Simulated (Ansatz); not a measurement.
Results of PBEsol+SOC (Ansatz, a first-principles code, plane waves, PAW) for tetragonal perovskite BaTiO3 (room-temperature form, which distorts further on cooling).

Settings: plane-wave cutoff 520 eV, 8×8×8 k mesh, Fermi–Dirac smearing 0.01 eV, PAW data made under PBE.

Cell (relaxed at this level):

```xyz
5
Lattice="3.9556 0.0000 0.0000 0.0000 3.9556 0.0000 0.0000 0.0000 4.0442" Properties=species:S:1:pos:R:3 pbc="T T T"
Ba     0.0000     0.0000     0.0135
Ti     1.9778     1.9778     2.0971
O      1.9778     1.9778     3.9373
O      0.0000     1.9778     1.9585
O      1.9778     0.0000     1.9585
```

Question: Predict the bulk modulus, band gap and smallest direct gap on the k points sampled.

Answer: 
- bulk modulus: 125 GPa
- band gap: 1.85 eV (indirect)
- smallest direct gap on the k points sampled: 2.17 eV

Note: the relaxation could not lower the start's symmetry, so the cell can be a saddle point above a distorted one; the bulk modulus comes from volumes at which shape and atoms were relaxed.
